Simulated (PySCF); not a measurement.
# C3H3NO: the cost of one run

Programs: PySCF 2.14.0, with density-fitted response routines of our own. Each step states its level of theory. These are calculated values for one molecule, in the gas phase or a continuum, unless marked as measured. Atoms count from 0, in the outputs and in this text.

### Step 1. Starting geometry

8 atoms, charge 0, multiplicity 1; geometry from: GFN2-xTB.

Bonds of the start (Å): C0–C1 1.33, C1–N2 1.37, N2–C3 1.19, C3–O4 1.16, C0–H5 1.07, C0–H6 1.08, C1–H7 1.08.

### Step 2. Optimising the geometry at PBE0-D3(BJ)/def2-SVP

Job settings and geometry (Å):

```
{"job": {"xc": "PBE0", "basis": "def2-SVP", "d3": "d3bj", "grid": 1, "kind": "geom"}, "charge": 0, "multiplicity": 1}
C     -0.978381    -0.370519     0.814933
C     -0.633032     0.397024    -0.208440
N      0.613866     0.452421    -0.766599
C      1.736182     0.052730    -0.751153
O      2.855551    -0.200323    -0.904024
H     -1.982403    -0.355710     1.196309
H     -0.275380    -1.028849     1.296046
H     -1.327347     1.062638    -0.701638
```

Started as:

```
OMP_NUM_THREADS=1 python probes_run.py task.json out
```

The driver reads the jobs from task.json and runs them one after another.

Q: Estimate the wall time and peak memory of this first job on 1 thread of Arm Neoverse V1, shared host.

About 12 s, with a peak of 0.35 GiB.
